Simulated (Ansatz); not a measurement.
Results of PBEsol in Ansatz (plane waves, PAW) for cubic perovskite BaTiO₃ (cubic high-temperature phase).

Total energies, extrapolated to zero smearing (they compare only within this program, potentials and cutoff; free atoms with spin allowed, lowest state found):

```json
[
 {"system": "cubic perovskite BaTiO₃ (cubic high-temperature phase), relaxed", "energy (eV/atom)": "-2005.4962"},
 {"system": "free Ba atom", "energy (eV/atom)": "-5860.4900"},
 {"system": "free Ti atom", "energy (eV/atom)": "-2468.0659"},
 {"system": "free O atom", "energy (eV/atom)": "-554.8994"}
]
```

Problem. Work out the cohesive energy per atom.

Solution. E_coh = [1 × (-5860.4900) + 1 × (-2468.0659) + 3 × (-554.8994)]/5 − (-2005.4962) = 6.85 eV/atom. The reference value is 6.32 eV/atom (measured, temperature not stated, not stated; as tabulated in Evaestov et al. (2010), arXiv:1010.1170), a difference of +0.53 eV/atom.

The PAW data were made under PBE.

Note: the relaxation could not lower the start's symmetry, so the cell can be a saddle point above a distorted one.

Ansatz is an electronic-structure program.
